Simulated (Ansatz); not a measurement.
**CH3S− (SMILES [CH2-]S): single points off equilibrium**

The task here is to estimate one member of a computed series from the others.

Method: single points in def2-TZVPPD; program: Ansatz 0.2.0, Gaussian basis.

Cores are frozen in the correlated methods.

### The starting structure

SMILES `[CH2-]S`, 5 atoms, charge -1, spin multiplicity 1.

Atoms are counted from 1 here; the program's logs count them from 0.

Bond lengths: C1–S2 1.723 Å, C1–H3 1.219 Å, C1–H4 1.164 Å, S2–H5 1.479 Å. Angles: S2–C1–H3 103.6°, S2–C1–H4 112.5°, H3–C1–H4 100.1°, C1–S2–H5 99.1°.

As a file:

```xyz
5

C    -0.1132   -0.6106   -0.2137
S     0.2314    0.9479    0.4341
H    -1.3268   -0.6923   -0.1324
H     0.1979   -1.4706    0.5068
H     0.8971    1.5469   -0.7426
```

Set-up of the first run:

The input, run/in.yaml:

```yaml
crystal:
  periodic: [false, false, false]
  atoms:
    - {symbol: C, position_ang: [-0.113200, -0.610600, -0.213700]}
    - {symbol: S, position_ang: [0.231400, 0.947900, 0.434100]}
    - {symbol: H, position_ang: [-1.326800, -0.692300, -0.132400]}
    - {symbol: H, position_ang: [0.197900, -1.470600, 0.506800]}
    - {symbol: H, position_ang: [0.897100, 1.546900, -0.742600]}
basis:
  gaussian: {orbitals: "def2-TZVPPD.json"}
total_charge: -1
correlation: {method: ccsd_t}
output: {forces: true}
```

The basis file named in the input lies beside it (Basis Set Exchange, JSON).

No record of the launch command was kept for these runs.

Steps of the session up to this table: CCSD(T)/def2-TZVPPD; PBE0-D4/def2-TZVPPD; wB97M-V/def2-TZVPPD; r2SCAN-D4/def2-TZVPPD; PBE-D4/def2-TZVPPD; revPBE-D4/def2-TZVPPD; r2SCANh-D4/def2-TZVPPD.

One of the session's tables, all rows but one given; the rest of the session is left out.

```
    method  RMS force component (eV/Å)  angle to CCSD(T) forces (°)
   CCSD(T)                       1.608                    reference
   PBE0-D4                           ?                            ?
   wB97M-V                       1.603                          4.5
 r2SCAN-D4                       1.489                          5.2
    PBE-D4                       1.386                          5.5
 revPBE-D4                       1.383                          5.1
r2SCANh-D4                       1.534                          5.9
```

Estimate the missing values for PBE0-D4.

The run gave: RMS force component (eV/Å): 1.530; angle to CCSD(T) forces (°): 6.5. In the column «RMS force component (eV/Å)» it lies between r2SCAN-D4 (1.489) and r2SCANh-D4 (1.534).

Limits of these values: The anion's highest level is positive in at least one run, so there the basis alone may hold the extra electron.
